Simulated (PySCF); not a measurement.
propene (C3H6), SMILES CC=C. Atoms are numbered in the order given.

```xyz
9

C     -0.1633     1.2269     0.0000
C      0.4541    -0.1314     0.0000
C     -0.2199    -1.2763     0.0000
H      0.1524     1.8017     0.8769
H      0.1524     1.8017    -0.8769
H     -1.2536     1.1701     0.0000
H      1.5429    -0.1629     0.0000
H     -1.3060    -1.2917     0.0000
H      0.2871    -2.2342     0.0000
```
Charge 0, spin multiplicity 1.

Geometry optimised at r2SCAN-D4/def2-TZVP.

Two levels are set side by side: PBE/pcSseg-1 (PySCF) and PBE0/pcSseg-1 (PySCF). GIAO shifts against TMS (¹H), TMS (¹³C) at the same level; non-relativistic, no solvent, atoms listed together averaged. Differences are taken from unrounded values.

```
quantity             PBE0    PBE  PBE minus PBE0
------------------  -----  -----  --------------
δ(¹³C) of C1 (ppm)   23.3   24.3             1.0
δ(¹³C) of C2 (ppm)  144.0  142.8            -1.2
δ(¹³C) of C3 (ppm)  123.8  121.5            -2.2
δ(¹H) of H7 (ppm)    6.15   6.16            0.01
```

Rough cost on one machine, each run with all the roots and properties that it gave: PBE0 against PBE within a factor of 2.
